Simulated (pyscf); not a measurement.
Single points on ωB97X-D3(BJ)/def2-SVP structures (PySCF, gas phase). MP2 and CC: frozen core, UHF for open shells. ΔMP2 is the change of the MP2 total energy from the triple- to the quadruple-zeta basis.

SMILES: OP[SiH3]
```xyz
8

O      0.8772     1.4475    -1.9215
P     -0.0944     1.8640    -0.6068
Si     0.0443    -0.1217     0.4537
H      0.5008     1.8370    -2.7192
H      0.8786     2.4898     0.2331
H     -0.7853    -1.1139    -0.2865
H     -0.4985     0.0476     1.8345
H      1.4522    -0.6056     0.5187
```

Problem. How much does it cost (ΔH, 298 K, CCSD(T)/def2-TZVPP + ΔMP2(QZVPP)) to split HO–PH–SiH₃ at its P–Si bond into HO–PH• + SiH₃•?

Solution. P–Si to HO–PH• + SiH₃•: 62.8 kcal/mol. HO–PH–SiH₃ lies 27.2 kcal/mol over its isomer HO–SiH₂–PH₂, and others may lie lower still (electronic energy, ωB97M-D3(BJ)). Other isomers of HO–PH• were not searched in full and may lie lower. The CCSD(T) − MP2 part came from Ansatz, without density fitting, on the same reference.
